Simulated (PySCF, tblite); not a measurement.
**Complex of 2 × hydrogen fluoride**

A gas-phase complex of 2 × hydrogen fluoride; neutral, singlet. The structure comes from a short search (6 tight-binding starts) and was relaxed by PBE0-D3(BJ)/def2-TZVPD; another way of binding may lie lower. Frequencies by PBE0-D3(BJ)/def2-TZVPD show no clear imaginary mode.

Parts: 1 = hydrogen fluoride (F), atoms 1–2; 2 = hydrogen fluoride (F), atoms 3–4.

Coordinates in Å:
```
F1      0.335    0.191    0.107
H2     -0.310   -0.400   -0.190
F3     -0.890    2.374    1.161
H4     -0.374    1.677    0.827
```

```json
{"contact": "H4···F1", "kind (by geometry)": "hydrogen bond", "distance (Å)": "1.797", "angle (°)": "170"}
```

Interaction energies are complex less parts, with the parts frozen as they stand in it; counterpoise-corrected, in kcal/mol (PySCF). The CCSD(T) estimate is Hartree-Fock/aug-cc-pVQZ, plus the MP2 correlation part extrapolated as X⁻³ from aug-cc-pVTZ and aug-cc-pVQZ, plus CCSD(T) less MP2 in aug-cc-pVDZ; noble-gas cores are frozen. It isn't the exact limit.

Question: Give the interaction energy at each level run.

Answer: 
```tsv
level	interaction	superposition error removed
Hartree-Fock/aug-cc-pVQZ	-3.79	-
wB97M-D3(BJ)/def2-TZVPD	-4.51	-0.05
PBE0-D3(BJ)/def2-TZVPD	-4.84	-0.05
MP2/aug-cc-pVQZ	-4.42	-0.27
CCSD(T), estimated basis limit	-4.55	-
```

Question: What holds them together? Decompose the wB97M-D3(BJ)/def2-TZVPD energy: frozen parts, their antisymmetrised product, then relaxation.

Answer: electrostatic -7.1, Pauli repulsion +6.1, orbital relaxation -3.1, dispersion correction -0.4 kcal/mol, which sum to the value before the counterpoise correction; the Pauli term holds the exchange-correlation of the frozen density too. Of the attraction, 67 % is electrostatic, 30 % is orbital relaxation, 4 % is dispersion correction.

The parts were also relaxed and run alone, at the levels used for the complex: vibrations by PBE0-D3(BJ)/def2-TZVPD; shieldings by PBE0/pcSseg-2; core levels by delta-SCF with SCAN, pcX-2 on the ionised atom and pcseg-1 elsewhere, spin-free X2C.

Values alone: F3–H4 bond (Å): 0.921; stretch carried by H4 (cm⁻¹, harmonic): 4145; its infrared intensity (km/mol): 115; shielding of H4 (ppm): 29.16; shielding of F1 (ppm): 410.5; shielding of F3 (ppm): 410.5; F1 1s core level (eV): 694.11; F3 1s core level (eV): 694.11.

Question: How do these values change when the complex forms?

Answer: 
```
                              property   alone  in the complex  change
                        F3–H4 bond (Å)   0.921           0.929  +0.008
stretch carried by H4 (cm⁻¹, harmonic)    4145            3962    -183
       its infrared intensity (km/mol)     115             514        
                 shielding of H4 (ppm)   29.16           26.65   -2.50
                 shielding of F1 (ppm)   410.5           402.1    -8.4
                 shielding of F3 (ppm)   410.5           410.9    +0.3
                 F1 1s core level (eV)  694.11          695.24   +1.12
                 F3 1s core level (eV)  694.11          693.12   -0.99
```

The 6 runs behind this took 110 s in all, one thread each of Arm Neoverse N1 on a shared host, launched as `OMP_NUM_THREADS=1 python cluster_run.py task.json out`.
